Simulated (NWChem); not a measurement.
System: NO cation

The following NWChem deck was run.

```
start job
memory heap 200 mb stack 900 mb global 1100 mb
charge 1
geometry units angstroms noautosym nocenter noautoz
  N      0.000000     0.000000    -0.573251
  O      0.000000     0.000000     0.503114
end
basis spherical
  * library 6-31g**
end
dft
  odft
  mult 1
  xc b3lyp
  iterations 150
end
property
  spinspin 1 1 2
end
task dft property
```

NWChem printed, in part:

```
             Northwest Computational Chemistry Package (NWChem) 7.3.0
             --------------------------------------------------------

                             Geometry "geometry" -> ""
                             -------------------------

 Output coordinates in angstroms (scale by  1.889725989 to convert to a.u.)

  No.       Tag          Charge          X              Y              Z
 ---- ---------------- ---------- -------------- -------------- --------------
    1 N                    7.0000     0.00000000     0.00000000    -0.57325100
    2 O                    8.0000     0.00000000     0.00000000     0.50311400

 Effective nuclear repulsion energy (a.u.)      27.5314841564

                              NWChem Property Module
                              ----------------------

  itol2e modified to match energy
  convergence criterion.

                                 NWChem DFT Module
                                 -----------------

 Summary of "ao basis" -> "ao basis" (spherical)
 ------------------------------------------------------------------------------
       Tag                 Description            Shells   Functions and Types
 ---------------- ------------------------------  ------  ---------------------
 N                          6-31g**                  6       14   3s2p1d
 O                          6-31g**                  6       14   3s2p1d

  itol2e modified to match energy
  convergence criterion.

            General Information
            -------------------
          SCF calculation type: DFT
          Wavefunction type:  spin polarized.
          No. of atoms     :     2
          No. of electrons :    14
           Alpha electrons :     7
            Beta electrons :     7
          Charge           :     1
          Spin multiplicity:     1
          Use of symmetry is: off; symmetry adaption is: off
          Maximum number of iterations: 150
          AO basis - number of functions:    28
                     number of shells:    12
          Convergence on energy requested:  1.00D-07
          Convergence on density requested:  1.00D-05
          Convergence on gradient requested:  5.00D-04

[...]

      -----------------------------------
      Indirect Spin-Spin Coupling Tensors
      -----------------------------------

      ---------------------------------------------------
      Calculating Fermi-Contact and Spin-Dipole Responses
      ---------------------------------------------------

                                NWChem CPHF Module
                                ------------------

  scftype          =     UHF
  nalpha           =        7
  nbeta            =        7
  variables        =      294
  # of vectors     =       13
  tolerance        = 0.10D-03
  level shift      = 0.00D+00
  max iterations   =       50
  max subspace     =      130

 SCF residual:    5.7662992657542309E-007

Iterative solution of linear equations
  No. of variables      294
  No. of equations       13
  Maximum subspace      130
        Iterations       50
       Convergence  1.0D-04

   iter   nsub   residual    time
   ----  ------  --------  ---------
     1     13    1.78D+00       2.5
     2     26    3.59D-01       3.6
     3     39    4.37D-02       4.6
     4     52    1.81D-03       5.7
     5     65    7.88D-05       6.8

      ----------------------------------------------
      Calculating Paramagnetic Spin-Orbit Responses
      ----------------------------------------------

                                NWChem CPHF Module
                                ------------------

  scftype          =     UHF
  nalpha           =        7
  nbeta            =        7
  variables        =      294
  # of vectors     =        3
  tolerance        = 0.10D-03
  level shift      = 0.00D+00
  max iterations   =       50
  max subspace     =       30

 SCF residual:    5.7662992657542309E-007

Iterative solution of linear equations
  No. of variables      294
  No. of equations        3
  Maximum subspace       30
        Iterations       50
       Convergence  1.0D-04

   iter   nsub   residual    time
   ----  ------  --------  ---------
     1      3    1.74D+00       7.4
     2      6    9.75D-02       7.8
     3      9    1.84D-03       8.2
     4     12    1.07D-04       8.6
     5     15    4.74D-06       9.1

      ----------------------------------
      Indirect Spin-Spin Tensors (in Hz)
      ----------------------------------

      -------------------------------------------------
      Atom    1:  14-N  and Atom    2:  17-O

      Respective Nuclear g-factors: 0.403761 & -.757520
      -------------------------------------------------

      Fermi Contact (FC) Term (Hz):
      6.3977     -0.0000     -0.0000
     -0.0000      6.3977     -0.0000
     -0.0000     -0.0000      6.3977
        Isotropic =       6.3977

      Spin-Dipole   (SD) Term (Hz):
     -8.4587     -0.0000     -0.0000
     -0.0000     -8.4587      0.0000
      0.0000     -0.0000      2.4082
        Isotropic =      -4.8364

      FC - SD  Cross Term (Hz):
      0.8315     -0.0000      0.0000
     -0.0000      0.8315     -0.0000
      0.0000     -0.0000     -1.6629
        Isotropic =      -0.0000

      Paramagnetic Spin-Orbit Term (Hz):
     29.6165     -0.0000      0.0000
     -0.0000     29.6165     -0.0000
      0.0000     -0.0000    -38.2620
        Isotropic =       6.9903

      Diamagnetic Spin-Orbit Term (Hz):
      0.7064     -0.0000      0.0000
     -0.0000      0.7064      0.0000
     -0.0000      0.0000     -1.3281
        Isotropic =       0.0282

      Total Spin-Spin Coupling Tensor (Hz):
     29.0933     -0.0000     -0.0000
     -0.0000     29.0933      0.0000
      0.0000     -0.0000    -32.4472

[...]
```

Level: B3LYP/6-31G** (spherical d). Coordinates come from a PBE-D3(BJ)/def2-SVP optimisation. B3LYP is NWChem's, with the RPA form of VWN correlation.
